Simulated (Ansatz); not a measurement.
A made-up structure of AlBSiH5, doublet:

```json
{"atom": "B1", "x (Å)": "-1.3589", "y (Å)": "0.9489", "z (Å)": "-1.0881"}
{"atom": "Al2", "x (Å)": "0.1846", "y (Å)": "0.7704", "z (Å)": "0.3478"}
{"atom": "Si3", "x (Å)": "1.1232", "y (Å)": "-1.3776", "z (Å)": "0.7721"}
{"atom": "H4", "x (Å)": "-1.1385", "y (Å)": "1.1598", "z (Å)": "-2.2481"}
{"atom": "H5", "x (Å)": "-2.5191", "y (Å)": "0.8322", "z (Å)": "-0.8069"}
{"atom": "H6", "x (Å)": "0.7859", "y (Å)": "1.9785", "z (Å)": "1.1907"}
{"atom": "H7", "x (Å)": "2.2118", "y (Å)": "-1.6772", "z (Å)": "1.7406"}
{"atom": "H8", "x (Å)": "-0.8720", "y (Å)": "1.8786", "z (Å)": "-0.6179"}
```

It is relaxed with PBE-D4/def2-SVP and then PBE0-D4/def2-TZVP (Ansatz 0.2.0). Atoms count as bonded within 1.22 times the sum of their covalent radii (H–H: 0.88 Å). The end point is not checked to be a true minimum.

**Question.** Does its bonding change? (A judgement: the text doesn't fix the answer.)

**Answer.** Computed: Yes. Formed: B1–Si3, Al2–H7; broken: none.

Where it ends: The first stage lowers the energy by 2.40 eV in 17 steps. It ends as AlBSiH₅ ([H]1[BH2]2[Si]3[H][AlH]123):
```csv
atom,x (Å),y (Å),z (Å)
B1,-0.9516,0.5214,-0.7709
Al2,0.3627,0.9657,0.8214
Si3,-0.0220,-1.2372,0.1130
H4,-0.5175,0.4355,-1.8959
H5,-2.1379,0.4097,-0.6381
H6,0.9723,2.1396,1.6651
H7,1.4087,-0.4573,0.4329
H8,-0.6977,1.7362,-0.4374
```

Labels in which every atom is bracketed show which atoms are joined, not bond orders.

For scale, one of the runs: PBE0-D4/def2-TZVP relaxation, 135 basis functions, launched by `ansatz run in.yaml --threads 2 --pin off --events-out ev --progress --plain --max-ram 4352MiB`. The run took about 27 s on 2 CPU threads of an Arm Neoverse V2 (shared host).
